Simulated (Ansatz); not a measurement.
## Ansatz (development build ahead of 0.2.0) run

```yaml
crystal:
  periodic: [false, false, false]
  atoms:
    - { symbol: C, position_ang: [0.33124, 0.26373, -0.05224] }
    - { symbol: O, position_ang: [0.70203, -0.873, 0.31927] }
    - { symbol: O, position_ang: [-0.85481, 0.58634, -0.21738] }
    - { symbol: H, position_ang: [1.12041, 0.99789, -0.2353] }
    - { symbol: H, position_ang: [-1.541, -0.06987, -0.05262] }
basis:
  gaussian: { orbitals: def2-SVP }
total_charge: 1
magnetization:
  spin_polarized: true
  initial_magnetization: 1
hamiltonian:
  xc: hf
correlation:
  method: mp2
  frozen_orbitals: { C: 1, H: 0, O: 1 }
output:
  forces: true
```

The input is written out in the form of the current development build from the run's settings.

Results

```yaml
Converged: yes
Reference_energy: -188.26560 hartree
Correlation_energy: -0.43766 hartree
Total_energy: -188.70326 hartree
Spin_squared_of_the_determinant: 0.761
Stability_test: minimum
```

Forces (eV/Å):
```csv
atom,Fx,Fy,Fz
C1,0.776,-0.317,0.141
O2,0.444,-0.682,0.235
O3,-0.950,1.484,-0.511
H4,0.359,0.288,-0.069
H5,-0.630,-0.774,0.204
```
